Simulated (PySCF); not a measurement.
Compound: 1-azetine, C3H5N.
Z-matrix (Å and degrees, PBE0-D3(BJ)/def2-SVP geometry), rows numbered from 1:
```
C 
N   1  1.2828
C   2  1.4795  1   90.35
C   1  1.4992  2   99.87  3    -0.02
H   1  1.0998  2  126.32  3   179.99
H   3  1.1016  2  112.74  1   118.34
H   3  1.1016  2  112.74  1  -118.30
H   4  1.1018  1  116.34  2  -114.80
H   4  1.1017  1  116.38  2   114.88
```

Method: EOM-IP-CCSD/aug-cc-pVDZ in PySCF, restricted Hartree–Fock reference, 4 core orbitals frozen, non-relativistic, gas phase, PBE0-D3(BJ)/def2-SVP geometry.

Hartree–Fock orbital energies give these Koopmans values (eV): HOMO 11.17, HOMO-1 11.26, HOMO-2 12.83, HOMO-3 14.22, HOMO-4 15.86, HOMO-5 17.67, HOMO-6 18.00, HOMO-7 19.78.

**Question.** What vertical ionisation energies does EOM-IP-CCSD give?

**Answer.** 
```json
{"leading hole (HF orbital)": "HOMO-1", "Koopmans (eV)": "11.26", "EOM-IP-CCSD (eV)": "9.77", "change (eV)": "-1.49", "one-hole share": "0.94"}
{"leading hole (HF orbital)": "HOMO", "Koopmans (eV)": "11.17", "EOM-IP-CCSD (eV)": "11.05", "change (eV)": "-0.12", "one-hole share": "0.96"}
{"leading hole (HF orbital)": "HOMO-2", "Koopmans (eV)": "12.83", "EOM-IP-CCSD (eV)": "11.90", "change (eV)": "-0.93", "one-hole share": "0.96"}
{"leading hole (HF orbital)": "HOMO-3", "Koopmans (eV)": "14.22", "EOM-IP-CCSD (eV)": "13.37", "change (eV)": "-0.85", "one-hole share": "0.96"}
{"leading hole (HF orbital)": "HOMO-4", "Koopmans (eV)": "15.86", "EOM-IP-CCSD (eV)": "14.43", "change (eV)": "-1.43", "one-hole share": "0.95"}
{"leading hole (HF orbital)": "HOMO-6", "Koopmans (eV)": "18.00", "EOM-IP-CCSD (eV)": "16.13", "change (eV)": "-1.87", "one-hole share": "0.92"}
{"leading hole (HF orbital)": "HOMO-5", "Koopmans (eV)": "17.67", "EOM-IP-CCSD (eV)": "16.44", "change (eV)": "-1.23", "one-hole share": "0.94"}
{"leading hole (HF orbital)": "HOMO-7", "Koopmans (eV)": "19.78", "EOM-IP-CCSD (eV)": "18.01", "change (eV)": "-1.77", "one-hole share": "0.92"}
```

**Question.** Does the order of the lines follow the orbital energies?

**Answer.** No: the HOMO-1 hole (9.77 eV) falls below the HOMO hole (11.05 eV); the HOMO-6 hole (16.13 eV) falls below the HOMO-5 hole (16.44 eV). The corrections run from -1.87 to -0.12 eV, with a mean of -1.21 eV over the 8 lines; no line lies above its Koopmans value.

**Question.** At what kinetic energies would He I light (21.22 eV) eject these electrons?

**Answer.** 11.45 eV (HOMO-1), 10.17 eV (HOMO), 9.32 eV (HOMO-2), 7.85 eV (HOMO-3), 6.79 eV (HOMO-4), 5.09 eV (HOMO-6), 4.78 eV (HOMO-5), 3.21 eV (HOMO-7).

One root was sought for each valence orbital with −ε under 21 eV, eight at most, so deeper holes and satellites are missing; no vibrational structure.
